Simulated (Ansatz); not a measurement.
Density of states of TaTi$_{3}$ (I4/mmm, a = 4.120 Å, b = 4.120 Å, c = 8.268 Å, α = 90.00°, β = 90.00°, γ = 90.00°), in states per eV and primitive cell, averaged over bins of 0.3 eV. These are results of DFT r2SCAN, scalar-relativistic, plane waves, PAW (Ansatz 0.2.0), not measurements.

Settings: cutoff 500 eV, Γ-centred mesh 14×14×14 on the computed 4-atom cell, Gaussian smearing of 0.10 eV; no spin polarisation.

The cell is relaxed at this level. The states (both spins) are summed by tetrahedra on a 21×21×21 mesh at the self-consistent density. Energies are bin centres; the table starts no lower than −8 eV and ends at 6 eV, or lower where the solved bands end.

It is a metal at this level.

| E − E_F (eV) | total | Ti 3d | Ta 5d | Ti 4s | Ta 6s |
| --- | --- | --- | --- | --- | --- |
| -7.00 | 0.09 | 0.00 | 0.00 | 0.06 | 0.02 |
| -6.70 | 0.20 | 0.00 | 0.00 | 0.13 | 0.04 |
| -6.40 | 0.28 | 0.00 | 0.00 | 0.17 | 0.06 |
| -6.10 | 0.35 | 0.00 | 0.00 | 0.22 | 0.08 |
| -5.80 | 0.42 | 0.01 | 0.00 | 0.26 | 0.10 |
| -5.50 | 0.50 | 0.02 | 0.01 | 0.29 | 0.13 |
| -5.20 | 0.60 | 0.03 | 0.02 | 0.33 | 0.17 |
| -4.90 | 0.72 | 0.05 | 0.03 | 0.37 | 0.22 |
| -4.60 | 0.84 | 0.08 | 0.04 | 0.39 | 0.27 |
| -4.30 | 1.03 | 0.13 | 0.07 | 0.40 | 0.36 |
| -4.00 | 0.88 | 0.18 | 0.06 | 0.30 | 0.30 |
| -3.70 | 0.75 | 0.21 | 0.06 | 0.25 | 0.20 |
| -3.40 | 1.70 | 0.47 | 0.24 | 0.79 | 0.13 |
| -3.10 | 3.67 | 1.32 | 0.95 | 1.10 | 0.17 |
| -2.80 | 3.56 | 1.52 | 0.99 | 0.77 | 0.17 |
| -2.50 | 3.49 | 1.64 | 1.06 | 0.56 | 0.14 |
| -2.20 | 4.08 | 2.11 | 1.31 | 0.42 | 0.13 |
| -1.90 | 4.61 | 2.73 | 1.46 | 0.21 | 0.09 |
| -1.60 | 5.06 | 3.11 | 1.62 | 0.11 | 0.04 |
| -1.30 | 4.76 | 2.84 | 1.62 | 0.07 | 0.02 |
| -1.00 | 4.95 | 2.81 | 1.70 | 0.10 | 0.03 |
| -0.70 | 3.39 | 1.90 | 1.00 | 0.13 | 0.04 |
| -0.40 | 6.29 | 4.40 | 1.04 | 0.29 | 0.06 |
| -0.10 | 5.35 | 3.82 | 0.74 | 0.24 | 0.04 |
| 0.20 | 6.33 | 4.65 | 0.83 | 0.25 | 0.06 |
| 0.50 | 5.64 | 4.11 | 0.85 | 0.25 | 0.06 |
| 0.80 | 5.07 | 3.84 | 0.70 | 0.21 | 0.06 |
| 1.10 | 6.97 | 5.58 | 1.01 | 0.16 | 0.05 |
| 1.40 | 5.13 | 4.15 | 0.72 | 0.09 | 0.03 |
| 1.70 | 4.37 | 3.57 | 0.58 | 0.06 | 0.02 |
| 2.00 | 4.97 | 4.22 | 0.52 | 0.06 | 0.02 |

The columns after the total are the main Löwdin projections on the occupied valence shells of the potentials; 2 others are left out. The rest of the total lies in those, in shells that are empty in the free atom, which aren't projected, and between the atoms.

Spin-orbit coupling is left out, which matters for the bands of heavy elements.

Whether TaTi3 exists in this form wasn't checked.

Cost: 1 run of about 4.2 core-minutes, on Arm Neoverse V1 (shared hosts).